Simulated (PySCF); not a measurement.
# Functional dependence of a UV spectrum

C2H3N.
InChI=1S/C2H3N/c1-3-2/h1H3

Linear-response calculations in the def2-SVPD basis (PySCF; singlets by full response, triplets Tamm–Dancoff, core orbitals frozen in the response; HF means time-dependent Hartree–Fock). 'Strongest' is the level of largest summed f among the singlets computed (10 roots, of which the last may lack a degenerate partner); it can jump between rows when another state enters that window. S1 is the lowest singlet of each run and needn't be the same state throughout; f(S1) is that of one state. Isolated species at its PBE0-D3(BJ)/def2-SVP geometry, gas phase.

```tsv
functional	kind	S1 (eV)	f(S1)	strongest (eV)	T1 (eV)	HOMO (eV)	gap (eV)	ionisation energy, ΔSCF (eV)
B3LYP	global hybrid, 20% exact exchange	7.77	0.010	8.00	5.79	-8.39	8.54	11.34
PBE0	global hybrid, 25% exact exchange	7.98	0.000	10.70	5.72	-8.64	9.13	11.18
BHandHLYP	global hybrid, 50% exact exchange	7.92	0.000	10.58	5.90	-10.22	11.14	11.29
wB97X-D	range-separated hybrid	8.01	0.000	10.45	6.01	-10.69	12.82	11.33
LC-wPBE	range-separated hybrid	8.07	0.000	10.94	5.85	-11.68	13.84	11.32
```

What does CAM-B3LYP (range-separated hybrid) give?

S1 (eV) 7.96, f(S1) 0.000, strongest (eV) 10.29, T1 (eV) 5.88, HOMO (eV) -10.20, gap (eV) 11.27, ionisation energy, ΔSCF (eV) 11.41. S1 runs from 7.77 eV (B3LYP) to 8.07 eV (LC-wPBE), a spread of 0.30 eV, while the orbital gap spreads over 5.3 eV. −ε(HOMO) comes closest to its own ΔSCF ionisation energy with LC-wPBE (+0.35 eV) and misses most with B3LYP (-2.96 eV).
